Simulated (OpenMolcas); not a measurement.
## How methods differ on B2 (SMILES B#B)

The species is B2 (2 atoms), meant as a triplet with charge 0. As SMILES, `B#B`. The shape is that of a GFN2-xTB optimisation.

```tsv
atom	x (Å)	y (Å)	z (Å)
B	0.0000	0.0000	0.0000
B	0.0000	0.0000	1.4051
```

Quantity: the energy change with the B1–B2 bond stretched from 1.405 to 2.108 Å, in eV. The values are calculated.

| level | kind | program | value (eV) | less FCI/pcseg-0 |
| --- | --- | --- | --- | --- |
| U-r2SCAN/pcseg-0 | meta-GGA | OpenMolcas | -0.20 | -0.27 |
| UM06-2X/pcseg-0 | hybrid meta-GGA | OpenMolcas | -0.37 | -0.44 |
| CASPT2(4,4)/pcseg-0 | multireference | OpenMolcas | 0.39 | +0.32 |
| CASSCF(4,4)/pcseg-0 | multireference | OpenMolcas | 0.26 | +0.19 |
| MC-PDFT[tPBE](6,8)/pcseg-0 | multireference | OpenMolcas | 0.20 | +0.13 |
| SC-NEVPT2(6,8)/pcseg-0 | multireference | OpenMolcas | 0.05 | -0.02 |
| ROCCSD(T)/pcseg-0 | coupled cluster or CI | OpenMolcas | 0.09 | +0.02 |
| FCI/3-21G | exact in the basis | OpenMolcas | 0.09 | +0.02 |
| FCI/pcseg-0 | exact in the basis | OpenMolcas | 0.07 | 0.00 |

FCI/pcseg-0 is exact within its basis and frozen core, so for wave-function methods in that basis the difference is their error; functionals converge differently with the basis, so for them it is only a difference. The first shape isn't each level's own minimum. The values span -0.37 to 0.39 eV. All rows use very small basis sets, so even the best lies far from the true value.
